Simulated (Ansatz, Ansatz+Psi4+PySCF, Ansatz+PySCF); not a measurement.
| atom | x (Å) | y (Å) | z (Å) |
| --- | --- | --- | --- |
| C | 0.0000 | -0.1777 | 0.0000 |
| C | -1.4931 | 0.0284 | 0.0000 |
| C | 0.7466 | 0.0284 | 1.2931 |
| C | 0.7466 | 0.0284 | -1.2931 |
| H | -1.7588 | 1.1325 | 0.0000 |
| H | 0.8794 | 1.1325 | 1.5232 |
| H | 0.8794 | 1.1325 | -1.5232 |
| H | -1.9645 | -0.4155 | 0.8972 |
| H | -1.9645 | -0.4155 | -0.8972 |
| H | 1.7593 | -0.4155 | 1.2527 |
| H | 0.2052 | -0.4155 | 2.1499 |
| H | 0.2052 | -0.4155 | -2.1499 |
| H | 1.7593 | -0.4155 | -1.2527 |

Basis set: cc-pVTZ (spherical functions). Frozen core: 4 orbitals. Correlation on ROHF uses semicanonical orbitals with singles. Charge 0, multiplicity 2.

Computed with Ansatz (development build ahead of 0.2.0); each method stands on the lowest determinant of its kind that the runs found.

Question: Give the atomization energy at this shape (free ground-state atoms in the same class of orbitals less the molecule, no zero-point energy) of doublet C4H9 by ROHF-MP2, UHF-MP2.

Answer:

```csv
method,atomization energy
ROHF-MP2,51.06 eV
UHF-MP2,51.03 eV
```
